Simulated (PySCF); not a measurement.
Thietane, C₃H₆S.
Atom-mapped SMILES: `[CH2:1]1[CH2:2][S:3][CH2:4]1` (hydrogens: H5, H6 on C1; H7, H8 on C2; H9, H10 on C4)

Cartesian coordinates in Å at the GFN2-xTB level; atoms count from 1:
```
atom  x, y, z in Å
C1     0.0120    0.7112   -0.1624
C2    -1.1289   -0.2278    0.2338
S3     0.0310   -1.5687    0.7017
C4     1.1215   -0.3408   -0.1135
H5     0.1650    1.4914    0.5823
H6    -0.1144    1.1814   -1.1377
H7    -1.7592   -0.5444   -0.5950
H8    -1.7469    0.0980    1.0669
H9     1.4384   -0.7049   -1.0889
H10    1.9905   -0.0907    0.4902
```

The closed-shell ground state was solved at several levels (PySCF, density fitting, gas phase, non-relativistic).

| level | basis functions | HOMO (eV) | LUMO (eV) | gap (eV) | dipole (D) |
| --- | --- | --- | --- | --- | --- |
| PBE0/pcSseg-1 | 105 | -6.25 | 0.28 | 6.53 | 2.05 |
| CAM-B3LYP/def2-SVPD | 135 | -7.62 | 0.87 | 8.49 | 2.03 |

Q: Estimate the row for PBE0/def2-SVPD, a basis of 135 functions; the other rows only guide the guess.

A: HOMO -6.28 eV, LUMO -0.04 eV, gap 6.24 eV, dipole 2.06 D.

Q: Over all these levels, which gives the widest orbital gap and which the narrowest?

A: CAM-B3LYP/def2-SVPD (range-separated hybrid) has the widest, 8.49 eV, and PBE0/def2-SVPD (global hybrid, 25 % exact exchange) the narrowest, 6.24 eV. The two share the basis. From the narrowest to the widest the HOMO moves by -1.34 eV and the LUMO by +0.91 eV.

Q: How far do the dipole and the HOMO energy spread over the levels?

A: The dipole runs from 2.03 to 2.06 D (mean 2.05 D) and the HOMO from -7.62 to -6.25 eV.
